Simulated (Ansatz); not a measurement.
For rock-salt AgBr, PBE-D4 (PAW; Ansatz, a first-principles code) gives:

| Item | Result |
|---|---|
| lattice parameter a | 5.735 Å |
| bulk modulus | 47.1 GPa |
| cohesive energy | 2.63 eV/atom |

### Question
What does PBE0 in Ansatz (plane waves, PAW) give for the same quantities?

### Answer

- lattice constant a: 5.825 Å (goes up by 1.6 %)
- bulk modulus: 39.5 GPa (shrinks by 16 %)
- cohesive energy: 2.28 eV/atom (shrinks by 0.35 eV/atom)

For comparison: lattice constant a 5.772 Å (measured, temperature not stated, no zero-point or thermal correction; as tabulated in Jana et al. (2018), arXiv:1803.03840); bulk modulus 43.8 GPa (measured, 195 K, no zero-point or thermal correction; as tabulated in Jochym and Parlinski (2001), arXiv:1301.6254).

Changes are worked out from the printed values.

Unless a cell is named, each level is at its own relaxed cell (PBE-D4 23.58, PBE0 24.71 Å³/atom).

Ansatz's density-functional and Hartree–Fock values are scalar-relativistic unless marked +SOC, with PAW data made under PBE.
